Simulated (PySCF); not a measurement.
Gas-phase reaction: 5 CH2CF2 = 2 CHF2 + 2 CF3 + 2 C3H4 (cyclic)

Energies from PySCF (xtb for GFN2), thermal terms from the rigid-rotor harmonic-oscillator model, ideal gas at 1 bar. † marks an energy on the PBE0/def2-TZVP geometry and frequencies; other levels use their own. CCSD(T) freezes the core. 6-31G* has spherical d functions here. Open shells (unrestricted): CHF2 (multiplicity 2), CF3 (multiplicity 2); the rest are closed-shell singlets. GFN2 has no spin-polarisation term. CHF2: computed as isolated molecules; such fragments, hydroxides, amides, oligomers or adducts are transient or little studied in the gas. CCSD(T) isn't extrapolated to the basis-set limit; its ΔH°(298 K) is 851.1 kJ in def2-SVP and 884.2 kJ in def2-TZVPP. The harmonic model lacks anharmonicity and excited electronic states, which grow with temperature; levels with a mode under 35 cm⁻¹ are left out.

ΔH° and ΔS° at 298 K: CCSD(T)/def2-SVP† 851 kJ, 203 J/K; CCSD(T)/def2-TZVPP† 884 kJ, 203 J/K; GFN2-xTB 1080 kJ, 199 J/K; HF/6-31G* 682 kJ, 206 J/K.

Problem. With the heat capacities included, give log10 K (1 bar) at 600, 1000, 1400, 1600, 2500 K from CCSD(T)/def2-SVP†, CCSD(T)/def2-TZVPP†, GFN2-xTB, HF/6-31G*.

Solution. 
| T (K) | CCSD(T)/def2-SVP† | CCSD(T)/def2-TZVPP† | GFN2-xTB | HF/6-31G* |
|---|---|---|---|---|
| 600 | -63.6 | -66.5 | -83.7 | -48.7 |
| 1000 | -34.2 | -35.9 | -46.3 | -25.1 |
| 1400 | -21.6 | -22.9 | -30.3 | -15.1 |
| 1600 | -17.7 | -18.8 | -25.4 | -12.0 |
| 2500 | -8.0 | -8.7 | -12.9 | -4.2 |
